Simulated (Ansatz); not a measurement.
**Worked example: correlation energy of Al2⁺, quartet**

Geometry: a point of a stretch scan, not a stationary point.

```xyz
2

Al    0.0000    0.0000    0.0000
Al    0.0000    0.0000    1.9670
```

Basis cc-pVTZ; Ansatz 0.2.0. Correlated methods freeze the noble-gas cores, which leaves 5 electrons in 58 orbitals. Prefix R: restricted or restricted open-shell reference; prefix U: unrestricted.

Full CI is exact within this basis and frozen core; it isn't the basis-set limit. The frozen core follows each run's orbitals, which can shift R against U totals by a few meV.

UCCSD has a T1 diagnostic of 0.029 and a largest doubles amplitude of 0.09.

Runs differ by some tens of microhartree through their thresholds and, for an open shell, their frozen cores, so the step to full CI, which has another core, is uncertain by up to 0.1 kcal/mol.

```csv
level,total energy (hartree)
UHF,-483.456023
UMP2,-483.524481
UCCSD,-483.542670
UCCSD(T),-483.547974
UCCSDT,-483.549388
UCCSDT(Q),-483.549704
full CI,-483.549713
```

Task: What is the correlation energy at full CI, and what share of it do UMP2 and UCCSD(T) recover?

Result: E(corr) = -483.549713 − (-483.456023) = -0.093690 hartree = -2.549 eV. UMP2: -0.068458 / -0.093690 = 73.07 %. UCCSD(T): -0.091951 / -0.093690 = 98.14 %.

Task: By how many kcal/mol does UCCSD(T) miss full CI (1 hartree = 627.509 kcal/mol), and which steps make up the rest?

Result: -483.547974 − (-483.549713) = 0.001739 hartree = 1.09 kcal/mol. Steps: UCCSDT − UCCSD(T) = -0.89, UCCSDT(Q) − UCCSDT = -0.20, full CI − UCCSDT(Q) = -0.01 kcal/mol. Differences between like states or geometries often cancel part of this.
